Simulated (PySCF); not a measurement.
**Core-level binding energies of formyl chloride**

Species: formyl chloride, CHClO.
Numbering: `[O:1]=[CH:2][Cl:3]`

Method used: delta-SCF UKS SCAN, pcX-2 on the ionised atom, pcseg-1 elsewhere, spin-free X2C (PySCF). These are vertical core ionisation energies against the vacuum level, from separate self-consistent calculations with and without the core hole.

Problem. Give the core binding energies atom by atom.

Solution. 
```json
{"atom(s)": "O1", "environment": "carbonyl oxygen", "level": "O 1s", "binding energy (eV)": "539.51", "2p1/2 (eV)": "–", "count": "1"}
{"atom(s)": "C2", "environment": "acyl halide carbon", "level": "C 1s", "binding energy (eV)": "295.72", "2p1/2 (eV)": "–", "count": "1"}
{"atom(s)": "Cl3", "environment": "chlorine bonded to C", "level": "Cl 2p3/2", "binding energy (eV)": "207.03", "2p1/2 (eV)": "208.69", "count": "1"}
{"atom(s)": "Cl3", "environment": "chlorine bonded to C", "level": "Cl 1s", "binding energy (eV)": "2829.62", "2p1/2 (eV)": "–", "count": "1"}
```

Problem. Which photon energy gives electrons from C 1s of C2 a kinetic energy of 100 eV, and what is their de Broglie wavelength?

Solution. hν = 295.72 + 100 = 395.72 eV, recoil neglected; λ = 12.264 Å/√(E/eV) = 1.23 Å.

Problem. Express the binding energy of C 1s of C2 in atomic units and per mole.

Solution. 295.72 eV = 10.8675 Eh = 28533 kJ/mol.

Spin–orbit coupling isn't in the SCF: each 2p doublet comes from a relaxed spin-free hole plus a matrix of the shell (mean-field spin–orbit coupling and the ground-state 2p splitting), with 2p3/2 averaged over its two sublevels. 2p1/2 minus 2p3/2 (ligand field included): Cl 1.65 eV. Geometry: GFN2-xTB; no solvent, vibrations or thermal averaging.

On Arm Neoverse V1, one thread (shared host), this took 5.9 s wall.
